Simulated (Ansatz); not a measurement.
# CO2, singlet: reading a ladder of total energies

Geometry: MP2(full)/6-31G*, from the G2/97 set.

```yaml
atoms:
  - { symbol: C, position_ang: [0.0000, 0.0000, 0.0000] }
  - { symbol: O, position_ang: [0.0000, 0.0000, -1.1787] }
  - { symbol: O, position_ang: [0.0000, 0.0000, 1.1787] }
```

Basis STO-3G; Ansatz 0.2.0. Correlated methods freeze the noble-gas cores, which leaves 16 electrons in 12 orbitals. R marks a restricted (for open shells ROHF) determinant.

Full CI is exact within this basis and frozen core; it isn't the basis-set limit.

Runs differ by some tens of microhartree through their thresholds, so steps under 0.03 kcal/mol mean nothing.

| level | total energy (hartree) |
| --- | --- |
| RHF | -185.067999 |
| RMP2 | -185.273372 |
| RCCSD | -185.263810 |
| RCCSD(T) | -185.285959 |
| RCCSDT | -185.285679 |
| RCCSDT(Q) | -185.285690 |
| RCCSDTQ | -185.285679 |
| full CI | -185.285557 |

Q: What is the correlation energy at full CI, and what share of it do RMP2 and RCCSD recover?

A: E(corr) = -185.285557 − (-185.067999) = -0.217558 hartree = -5.920 eV. RMP2: -0.205373 / -0.217558 = 94.40 %. RCCSD: -0.195811 / -0.217558 = 90.00 %.

Q: By how many kcal/mol does RCCSD(T) miss full CI (1 hartree = 627.509 kcal/mol), and which steps make up the rest?

A: -185.285959 − (-185.285557) = -0.000402 hartree = -0.25 kcal/mol. Steps: RCCSDT − RCCSD(T) = 0.18, RCCSDT(Q) − RCCSDT = -0.01, RCCSDTQ − RCCSDT(Q) = 0.01, full CI − RCCSDTQ = 0.08 kcal/mol. That is within 1 kcal/mol of the reference in this basis, which itself misses far more of the correlation at the basis-set limit.
